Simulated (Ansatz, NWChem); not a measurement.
A ladder of methods for [P2H3]− (SMILES [PH-]P)

[P2H3]− has 5 atoms, charge -1, and is taken as a singlet. SMILES: `[PH-]P`. The shape is that of a GFN2-xTB optimisation. This is one conformer, not always the lowest.

```xyz
5

P     0.7902   -1.1094    0.1438
P    -0.4775    0.5463    0.0761
H     0.2795   -1.4626    1.3644
H    -0.9839    0.4702   -1.2282
H     0.3917    1.5555   -0.3561
```

Quantity: the energy change with the P1–H3 bond stretched from 1.369 to 2.739 Å, in eV. The values are calculated.

```json
{"level": "HF/STO-3G (restricted)", "kind": "Hartree–Fock", "program": "Ansatz", "value (eV)": "5.62"}
{"level": "SVWN5/STO-3G (restricted)", "kind": "LDA", "program": "Ansatz", "value (eV)": "4.19"}
{"level": "SVWN5/6-311++G** (restricted)", "kind": "LDA", "program": "NWChem", "value (eV)": "2.67"}
{"level": "BLYP/STO-3G (restricted)", "kind": "GGA", "program": "Ansatz", "value (eV)": "3.64"}
{"level": "PBE/STO-3G (restricted)", "kind": "GGA", "program": "Ansatz", "value (eV)": "3.87"}
{"level": "revPBE/STO-3G (restricted)", "kind": "GGA", "program": "Ansatz", "value (eV)": "3.75"}
{"level": "r2SCAN/STO-3G (restricted)", "kind": "meta-GGA", "program": "Ansatz", "value (eV)": "4.15"}
{"level": "B3LYP/STO-3G (restricted)", "kind": "global hybrid", "program": "Ansatz", "value (eV)": "4.19"}
{"level": "BHLYP/STO-3G (restricted)", "kind": "global hybrid", "program": "Ansatz", "value (eV)": "4.90"}
{"level": "PBE0/STO-3G (restricted)", "kind": "global hybrid", "program": "Ansatz", "value (eV)": "4.51"}
```

Sets without diffuse functions describe the anion poorly. The first shape isn't each level's own minimum. The values span 2.67 to 5.62 eV.
